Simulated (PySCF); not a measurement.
CH4O.
Bonds: C1–O2. Hydrogens: H3, H4, H5 on C1; H6 on O2.

Computed with PBE0-D3(BJ)/def2-SVP geometry optimisation, gas phase in PySCF.

(1) Give the optimised bond lengths and angles.

Results:

(1) 
```json
{"bond": "C1–O2", "length (Å)": "1.397"}
{"bond": "C1–H3, C1–H4, C1–H5", "length (Å)": "1.105"}
{"bond": "O2–H6", "length (Å)": "0.962"}
```

Bonds in one row agree within 0.01 Å and their mean is given. A selection of angles:
```json
{"angle": "O2–C1–H3", "degrees": "113.3"}
{"angle": "O2–C1–H4", "degrees": "107.8"}
{"angle": "H3–C1–H4", "degrees": "107.2"}
{"angle": "C1–O2–H6", "degrees": "108.2"}
```

Point group: Cs (tolerance 0.08 Å). Not checked by PBE0-D3(BJ)/def2-SVP frequencies.

Hardware: one thread, Arm Neoverse N1 (aarch64), shared host with 64 logical CPUs at a one-minute load of 52. Cost: 6.0 s, 0.26 GiB resident at most. This is the geometry optimisation.
